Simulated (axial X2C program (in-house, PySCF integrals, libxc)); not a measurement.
# Working with the constants of LiS⁺

A bond curve at the CCSD(T) level, two-component, was computed with an axial X2C code built on PySCF integrals (basis S dyall-av3z [9s8p3d2f], Li dyall-cv3z [7s8p2d] (cores contracted in-house)) for the state Ω = 1 (⟨Sz⟩ = 1.00, ⟨Lz⟩ = 0.00 at HF). Its fit gives Re = 2.5015 Å, ωe = 327.6 cm⁻¹, ωexe = 4.85 cm⁻¹ and αe = 9.302e-03 cm⁻¹; the masses are 31.9721 and 7.0160 u. Two-component means X2C with spin–orbit coupling and atomic mean-field Coulomb and Gaunt terms.

Correlated methods: 6 electrons correlated (number of frozen shells: S 2 s, 1 p; Li 1 s), 172 virtual spin orbitals or spinors in MP2, 66 natural virtuals in coupled cluster.

(1) Find the reduced mass, Be and the force constant.

(2) A Morse curve ties αe to the other constants (Pekeris). How well does that hold?

(3) Where do the fundamental and the first overtone lie?

(4) Estimate De from a Morse curve and compare with the computed well depth of 0.743 eV to S + Li+.

(5) Estimate the centrifugal constant by the Kratzer relation.

The state is a single determinant with fixed occupations, the lowest that a limited PBE0 search found. De is counted from the lowest determinant-based energies of the atoms at the same level, without counterpoise correction. Coupled cluster ran in a truncated set of natural virtual spinors; the MP2 energy of the rest was added. (T) has no such correction and the atoms are truncated less, which lowers De at CCSD(T) by a hundredth of an eV or more. With several unpaired electrons one determinant need not be a pure state. Open-shell Ω = 0 determinants with evenly filled partner blocks cannot be reached by this program, so the Ω shown need not be the lowest component. This is the Ω = 1 component of a π² triplet; the 0⁺ component is not one determinant and can lie lowest.

## Answers

(1) From the CCSD(T) values: μ = 5.7535 u. Be = 16.8576/(μ Re²) = 0.4682 cm⁻¹. k = 5.8918×10⁻⁷ μ ωe² = 0.364 mdyn/Å.

(2) αe(Morse) = 6Be²/ωe × (√(ωexe/Be) − 1) = 8.908e-03 cm⁻¹; the CCSD(T) curve gives 9.302e-03 cm⁻¹, a ratio of 0.96.

(3) ν(1←0) = ωe − 2ωexe = 317.9 cm⁻¹; ν(2←0) = 2ωe − 6ωexe = 626.1 cm⁻¹.

(4) De(Morse) = ωe²/(4ωexe) = 0.686 eV against 0.743 eV computed, a ratio of 0.92. For De the Morse form works well here.

(5) D = 4Be³/ωe² = 3.83e-06 cm⁻¹.
